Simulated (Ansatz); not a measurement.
# CHO (doublet): from Hartree-Fock to the top rungs, cc-pVTZ

One table from this session's results is given with a row withheld; the runs are named, their logs left out.

Program: Ansatz 0.2.0, Gaussian basis. Level of theory: cc-pVTZ, core rule «outside noble gas», up to 2 orbitals frozen. These are calculated values, not measurements.

Plan: UHF; CCSD(T) on ROHF; CCSD(T) on UHF; BCCD(T) on ROHF; CCSDT(Q) on ROHF; CCSDT(Q) on UHF; CASSCF and MRCISD+Q, 11 electrons in 9 orbitals; CASSCF and NEVPT2, 11 electrons in 9 orbitals.

4 further runs of the same task are left out: 4 set aside as unsound or not needed. Runs told in other sessions of the task aren't counted.

**What is computed**

The geometry is a PBE0/def2-TZVP stationary point (not a proven minimum).

3 atoms, charge 0, spin multiplicity 2.

Atoms are counted from 1 here; the program's logs count them from 0.

Bond lengths: O1–C2 1.265 Å, O1–H3 0.984 Å. Angles: C2–O1–H3 114.4°.

The first run:

in.yaml reads:

```yaml
crystal:
  periodic: [false, false, false]
  atoms:
    - {symbol: O, position_ang: [0.000000, -0.101264, 0.500232]}
    - {symbol: C, position_ang: [0.000000, 0.073612, -0.752550]}
    - {symbol: H, position_ang: [0.000000, 0.730231, 1.027088]}
basis:
  gaussian: {orbitals: cc-pVTZ}
magnetization: {spin_polarized: true, initial_magnetization: 1}
hamiltonian: {xc: hf}
output: {orbitals: {seedname: orbitals}}
```

Command:

```console
> ansatz run in.yaml --threads 1 --pin off --events-out ev --progress --plain --max-ram 4096MiB --backend cpu
```

Among the steps run: UHF; CCSD(T) on ROHF; CCSD(T) on UHF; BCCD(T) on ROHF; CCSDT(Q) on ROHF; CCSDT(Q) on UHF; CASSCF and MRCISD+Q, 11 electrons in 9 orbitals; CASSCF and NEVPT2, 11 electrons in 9 orbitals.

One table of the session follows, with a row left open; its other results are not shown here.

It belongs to the step «Misses and costs». 

```
          method  from UCCSDT(Q) (kcal/mol)
            ROHF                    +240.53
             UHF                    +237.28
            RMP2                     +19.64
            UMP2                     +20.14
           RCCSD                      +9.95
           UCCSD                      +9.87
        RCCSD(T)                      +0.80
        UCCSD(T)                      +0.80
         BCCD(T)                      +0.73
          RCCSDT                      +0.49
          UCCSDT                      +0.47
       RCCSDT(Q)                          ?
       UCCSDT(Q)                          0
  CASSCF valence                    +174.21
  NEVPT2 valence                     +33.70
  MRCISD valence                     +13.66
MRCISD+Q valence                      +2.92
```

**Question.** Estimate the row for RCCSDT(Q).

The run gave: from UCCSDT(Q) (kcal/mol): +0.10. In the column «from UCCSDT(Q) (kcal/mol)» it lies between UCCSDT(Q) (0) and UCCSDT (+0.47).

With the free atoms at the same levels and basis (separate runs), the atomisation energy is 9.925 eV at UCCSDT(Q), 9.918 eV at RCCSD(T), 9.913 eV at UCCSD(T), 6.657 eV at ROHF.

To keep in mind: Restricted and unrestricted rows rest on different reference determinants; a gap between their highest levels can come from leftover correlation error, from unlike frozen cores or from another state.
